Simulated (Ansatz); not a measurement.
# One shape, several levels: [BCl2]+ (SMILES Cl[B+]Cl)

We compute a comparison of 6 runs (HF/STO-3G, CAM-B3LYP/STO-3G, PBE/STO-3G, BCCD(T)/STO-3G, CCSDT/STO-3G, CCSD(T)/STO-3G) of [BCl2]+. 

The calculation is run with Ansatz 0.2.0.

6 further runs of the same task are left out: 6 that didn't finish.

## (1) The system as given

The species is [BCl2]+ (3 atoms), meant as a singlet with charge +1. As SMILES, `Cl[B+]Cl`. The B2–Cl1 distance was set to 2.358 Å, away from the relaxed value.

Bond lengths: B2–Cl3 1.572 Å. A long bond or contact: Cl1–B2 2.358 Å.

## (2) A single-point energy at HF/STO-3G (run 1)

The input, input.yaml:

```yaml
crystal:
  periodic: [false, false, false]
  atoms:
    - symbol: Cl
      position_ang: [-1.857967, 1.149056, -0.887238]
    - symbol: B
      position_ang: [0.000740, 0.001360, 0.000550]
    - symbol: Cl
      position_ang: [1.237640, -0.767840, 0.590740]
basis:
  gaussian:
    orbitals: STO-3G
total_charge: 1
accuracy: high
hamiltonian:
  xc: hf
```

Run with:

```
$ ansatz run input.yaml --threads 1 --pin off --max-ram 2610MiB --events-out events.jsonl --progress --plain --runs-dir runs
```

Standard output:

```text
Warning: RAYON_NUM_THREADS=1 ignored (pool sized by the plan → 1); use --threads N
Functional definition: HF
  name "HF"
  exchange = exact_x
  correlation = 0
387 factors; integrals over basis functions are off by at most 2.1e-8 eV
mean field evaluation 1: about -25384.6844 eV, gradient 3.2e1 eV
mean field evaluation 2: about -25384.6894 eV, gradient 3.2e1 eV
mean field evaluation 4: about -25391.8737 eV, gradient 3.7e0 eV
mean field evaluation 8: about -25392.0466 eV, gradient 3.3e-5 eV
mean field evaluation 16: about -25392.0353 eV, gradient 2.0e-8 eV
mean field -25392.03525396 eV, -933.1400842435 hartree, gradient 2.0e-8 eV, S^2 0.000000; 0 other end points of the search recorded, 0 dependent functions left out
reference -25392.03525396 eV, -933.1400842435 hartree; 19, 19 occupied and 4, 4 virtual orbitals, 387 factors
Total energy: -25392.03525396 eV, -933.1400842435 hartree
```

Wall time 0.1 s (1 thread of Arm Neoverse V2, shared host).

## (3) A single-point energy at CAM-B3LYP/STO-3G (run 2)

The input, molecule.yaml:

```yaml
crystal:
  periodic: [false, false, false]
  atoms:
    - {symbol: Cl, position_ang: [-1.857967, 1.149056, -0.887238]}
    - {symbol: B, position_ang: [0.000740, 0.001360, 0.000550]}
    - {symbol: Cl, position_ang: [1.237640, -0.767840, 0.590740]}
basis:
  gaussian: {orbitals: STO-3G}
total_charge: 1
hamiltonian: {xc: {name: CAM-B3LYP}}
accuracy: high
```

Run with:

```
$ ansatz run molecule.yaml --threads 1 --pin off --max-ram 2610MiB --events-out events.jsonl --progress --plain --runs-dir runs
```

Standard output:

```text
Warning: RAYON_NUM_THREADS=1 ignored (pool sized by the plan → 1); use --threads N
Functional definition: CAM-B3LYP
  name "CAM-B3LYP"
  parameter alpha = 0.19
  parameter beta = 0.46
  parameter omega = 0.33/bohr
  parameter ac = 0.81
  exchange = (1 - alpha - beta)*b88_x + beta*b88_x_sr(omega) + alpha*exact_x + beta*exact_x_lr(omega)
  correlation = (1 - ac)*vwn5_c + ac*lyp_c
387 factors; integrals over basis functions are off by at most 2.1e-8 eV
154 factors; integrals over basis functions are off by at most 9.7e-10 eV
mean field evaluation 1: about -25420.2496 eV, gradient 3.5e1 eV
mean field evaluation 2: about -25287.2804 eV, gradient 1.6e2 eV
mean field evaluation 4: about -25427.9824 eV, gradient 1.8e0 eV
mean field evaluation 8: about -25427.9830 eV, gradient 2.1e-1 eV
mean field evaluation 16: about -25427.9834 eV, gradient 3.1e-6 eV
mean field -25427.98335476 eV, -934.4611525813 hartree, gradient 9.2e-8 eV, S^2 0.000000; 0 other end points of the search recorded, 0 dependent functions left out
reference -25427.98336721 eV, -934.4611530390 hartree; 19, 19 occupied and 4, 4 virtual orbitals, 387 factors
Total energy: -25427.98336721 eV, -934.4611530390 hartree
```

Wall time 0.88 s (1 thread of Arm Neoverse V2, shared host); peak memory 0.093 GiB.

Runs 3 to 4 aren't shown in full; the table further down has their settings and results.

## (4) A single-point energy at CCSDT/STO-3G (run 5)

The input, input.yaml:

```yaml
crystal:
  periodic: [false, false, false]
  atoms:
    - {symbol: Cl, position_ang: [-1.857967, 1.149056, -0.887238]}
    - {symbol: B, position_ang: [0.000740, 0.001360, 0.000550]}
    - {symbol: Cl, position_ang: [1.237640, -0.767840, 0.590740]}
basis:
  gaussian:
    orbitals: STO-3G
total_charge: 1
correlation:
  method: ccsdt
  frozen_orbitals: {B: 1, Cl: 5}
accuracy: high
scf:
  omitted_lower_state_checks: [cluster_reference, increment]
```

Run with:

```
$ ansatz run input.yaml --threads 1 --pin off --max-ram 2610MiB --events-out events.jsonl --progress --plain --runs-dir runs
```

Standard output (excerpt; [...] marks lines left out):

```text
Warning: RAYON_NUM_THREADS=1 ignored (pool sized by the plan → 1); use --threads N
[... 2 set-up lines as earlier in the session ...]
[...]
387 factors; integrals over basis functions are off by at most 2.1e-8 eV
[...]
mean field -25392.03525396 eV, -933.1400842435 hartree, gradient 2.0e-8 eV, S^2 0.000000; 0 other end points of the search recorded, 0 dependent functions left out; unrestricted orbitals would lower it
11 core orbitals not correlated: weight in the atoms' cores, before any rotation towards them, 1.000 or more for the frozen orbitals, at most 0.000 for the correlated occupied ones
reference -25392.03525396 eV, -933.1400842435 hartree; 8, 8 occupied and 4, 4 virtual orbitals, 387 factors
second order -2.24823467 eV of doubles, -0.00000000 eV of singles
cycle   1  -2.49830863 eV  change   -2.5e-1 eV  update   1.2e-1
[...]
cycle  31  -3.09283863 eV  change  -1.1e-10 eV  update   1.1e-9
Total energy: -25395.12809260 eV, -933.2537439669 hartree
Checks for a lower state left out: cluster_reference, increment
```

Run time: 0.34 s. Hardware: 1 thread of Arm Neoverse V2, shared host.

## (5) The energy at CCSD(T)/STO-3G (run 6)

input.yaml, as its differences from that of step 4:

```diff
@@ -1 +1,4 @@
+basis:
+  gaussian:
+    orbitals: STO-3G
 crystal:
@@ -6,8 +9,5 @@
     - {symbol: Cl, position_ang: [1.237640, -0.767840, 0.590740]}
-basis:
-  gaussian:
-    orbitals: STO-3G
 total_charge: 1
 correlation:
-  method: ccsdt
+  method: ccsd_t
   frozen_orbitals: {B: 1, Cl: 5}
```

Run with:

```
$ ansatz run input.yaml --threads 1 --pin off --max-ram 2610MiB --events-out events.jsonl --progress --plain --runs-dir runs
```

Standard output (excerpt; [...] marks lines left out):

```text
Warning: RAYON_NUM_THREADS=1 ignored (pool sized by the plan → 1); use --threads N
[... 2 set-up lines as earlier in the session ...]
[...]
387 factors; integrals over basis functions are off by at most 2.1e-8 eV
[...]
mean field -25392.03525396 eV, -933.1400842435 hartree, gradient 2.0e-8 eV, S^2 0.000000; 0 other end points of the search recorded, 0 dependent functions left out; unrestricted orbitals would lower it
11 core orbitals not correlated: weight in the atoms' cores, before any rotation towards them, 1.000 or more for the frozen orbitals, at most 0.000 for the correlated occupied ones
reference -25392.03525396 eV, -933.1400842435 hartree; 8, 8 occupied and 4, 4 virtual orbitals, 387 factors
second order -2.24823467 eV of doubles, -0.00000000 eV of singles
cycle   1  -2.49830865 eV  change   -2.5e-1 eV  update   1.1e-1
[...]
cycle  26  -2.90512195 eV  change  -2.0e-10 eV  update  3.3e-10
perturbative correction -0.15392403 eV, -0.0056566038 hartree
Total energy: -25395.09429995 eV, -933.2525021099 hartree
Checks for a lower state left out: cluster_reference, increment
```

Run time: 0.2 s. Hardware: 1 thread of Arm Neoverse V2, shared host.

## (6) The series

```
run             level  frozen core orbitals  energy (Eh)  wall time
  1         HF/STO-3G                     –  -933.140084      0.1 s
  2  CAM-B3LYP/STO-3G                     –  -934.461153     0.88 s
  3        PBE/STO-3G                     –  -934.081414     0.94 s
  4    BCCD(T)/STO-3G                    11  -933.252396     0.24 s
  5      CCSDT/STO-3G                    11  -933.253744     0.34 s
  6    CCSD(T)/STO-3G                    11  -933.252502      0.2 s
```

## (7) Summary of results

| quantity | value |
| --- | --- |
| run 6: total energy | -933.25250 Eh |
| run 6: correlation energy (11 core orbitals frozen) | -112.4 mEh |
| run 6: (T) correction | -5.66 mEh |
| run 6: T1 diagnostic | 0.026 |

**Reading.** Below the HF energy at the same shape and in the same basis (STO-3G): BCCD(T) -112.3 mEh; CCSDT -113.7 mEh; CCSD(T) -112.4 mEh. Totals of different functionals can't be ranked against each other. In runs 4, 5, 6 the log says that unrestricted orbitals would lower the reference, so the values rest on an unstable closed-shell determinant (other closed-shell runs at this shape may share the fault). In runs 1, 2, 3, 4, 5, 6 the basis is minimal, so the values are rough. All runs together took 2.7 s, the longest 0.94 s.
